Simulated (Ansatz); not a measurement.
**RbIO3 (R3m, No. 160; cell taken from a computed entry)**

Calculation: LDA in Ansatz (PAW).

Run with plane-wave cutoff 520 eV, 8×8×8 k mesh, Fermi–Dirac smearing 0.01 eV, scalar-relativistic PAW data made under PBE.

Cell: relaxed with PBEsol: a = b = 6.308 Å, c = 7.832 Å, α = β = 90.00°, γ = 120.00°.

```
Property    Value
--------  -------
band gap  2.45 eV
Γ–Γ gap   6.41 eV
```

Note: cell and atoms aren't relaxed at this level (largest force component 0.19 eV/Å, pressure -3.1 GPa).

Spin–orbit coupling is not included.

Cost on a shared machine: about 50 core-seconds (a rough figure).

Ansatz is a quantum-chemistry and plane-wave program.
